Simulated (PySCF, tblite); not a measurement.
Dissociation curve of N2, singlet.

- GFN2-xTB, 300 K electronic temperature (tblite)
- UCCSD(T) = PySCF with CCSD(T) on UHF/cc-pVDZ, 2 core orbitals frozen

Energies relative to the lowest point of each curve near equilibrium, in eV; the last columns give the difference from UCCSD(T):

| R / Å | GFN2-xTB | UCCSD(T) | GFN2-xTB − UCCSD(T) |
|---|---|---|---|
| 0.81 | 14.151 | 15.288 | -1.137 |
| 0.88 | 6.578 | 7.508 | -0.929 |
| 0.92 | 3.908 | 4.662 | -0.754 |
| 0.98 | 1.452 | 1.933 | -0.482 |
| 1.01 | 0.743 | 1.096 | -0.353 |
| 1.06 | 0.118 | 0.278 | -0.160 |
| 1.09 | 0.000 | 0.058 | -0.058 |
| 1.11 | 0.005 | 0.000 | 0.005 |
| 1.17 | 0.325 | 0.178 | 0.147 |
| 1.20 | 0.614 | 0.419 | 0.195 |
| 1.26 | 1.359 | 1.077 | 0.282 |
| 1.34 | 2.553 | 2.175 | 0.378 |
| 1.48 | 4.791 | 4.274 | 0.517 |
| 1.65 | 7.286 | 6.422 | 0.863 |
| 1.82 | 9.313 | 7.694 | 1.619 |
| 1.97 | 10.716 | 8.267 | 2.449 |
| 2.19 | 12.241 | 8.587 | 3.654 |
| 2.41 | 13.272 | 8.654 | 4.618 |
| 2.67 | 14.029 | 8.665 | 5.364 |
| 2.96 | 14.476 | 8.668 | 5.808 |
| 3.30 | 14.714 | 8.674 | 6.041 |
| 3.84 | 14.800 | 8.682 | 6.117 |
| 4.33 | 14.805 | 8.686 | 6.119 |

GFN2-xTB is furthest from UCCSD(T) at 4.33 (6.119 eV, above); its mean absolute difference over the points is 2.089 eV.

The unrestricted solution behind UCCSD(T) changes between 1.34 and 1.48 Å and between 1.48 and 1.65 Å and between 1.65 and 1.82 Å, which can leave a kink. The unrestricted determinant behind UCCSD(T) is spin-contaminated at 1.17 to 4.33 Å (<S²> up to 3.0, against 0.00 for a pure singlet).
